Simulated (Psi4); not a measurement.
Two rigid molecules brought together: H2O ··· CH4O (SMILES O and CO). Monomers: optimised at B3LYP-D3(BJ) (def2-TZVP), held rigid. Orientation: lowest of the rigid-body minima from ten starts at GFN2-xTB. R is the distance of the centres of mass, along which the second monomer moves.

- PBE/def2-TZVP, counterpoise-corrected (Psi4)
- PBE-D3(BJ)/def2-TZVP, counterpoise-corrected (Psi4)
- SAPT0/jun-cc-pVDZ, frozen core (Psi4)

Interaction energies in kcal/mol; the last columns give the difference from SAPT0:

```
R / Å  PBE/def2-TZVP  PBE-D3(BJ)/def2-TZVP  SAPT0/jun-cc-pVDZ  PBE/def2-TZVP − SAPT0/jun-cc-pVDZ  PBE-D3(BJ)/def2-TZVP − SAPT0/jun-cc-pVDZ
-----  -------------  --------------------  -----------------  ---------------------------------  ----------------------------------------
2.52           11.33                 10.38               9.18                               2.15                                      1.20
2.69            1.60                  0.73               0.47                               1.13                                      0.26
2.92           -3.71                 -4.48              -4.28                               0.57                                     -0.20
3.13           -4.99                 -5.66              -5.39                               0.40                                     -0.27
3.32           -4.94                 -5.52              -5.28                               0.34                                     -0.25
3.53           -4.37                 -4.86              -4.67                               0.30                                     -0.20
3.85           -3.31                 -3.67              -3.56                               0.25                                     -0.11
4.12           -2.53                 -2.81              -2.77                               0.24                                     -0.04
4.62           -1.54                 -1.70              -1.76                               0.22                                      0.07
5.31           -0.82                 -0.90              -1.02                               0.19                                      0.12
6.31           -0.40                 -0.42              -0.53                               0.13                                      0.10
7.62           -0.20                 -0.21              -0.27                               0.07                                      0.06
```

PBE/def2-TZVP is furthest from SAPT0/jun-cc-pVDZ at 2.52 (2.15 kcal/mol, above); its mean absolute difference over the points is 0.50 kcal/mol.

PBE-D3(BJ)/def2-TZVP is furthest from SAPT0/jun-cc-pVDZ at 2.52 (1.20 kcal/mol, above); its mean absolute difference over the points is 0.24 kcal/mol.
